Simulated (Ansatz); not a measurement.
Cartesian coordinates (Å):
SMILES: S
```xyz
3

S     -0.0131     0.6254     0.0000
H      0.9796    -0.2924     0.0000
H     -0.9665    -0.3331     0.0000
```
Charge 0, spin multiplicity 1.

The numbers are results of frozen-core CCSD(T)/cc-pVTZ // B3LYP-D3(BJ)/def2-SVP (Ansatz, a program for electronic structure), not measurements.

| Quantity | Value |
|---|---|
| HF energy | -398.71250 Ha |
| MP2 correlation energy | -0.19087 Ha |

Problem. Estimate the CCSD correlation energy, the (T) correction, the total energy and the T1 diagnostic.

Solution. 
CCSD correlation energy: -0.21488 Ha
(T) correction: -0.00791 Ha
CCSD(T) total energy: -398.93528 Ha
T1 diagnostic: 0.009
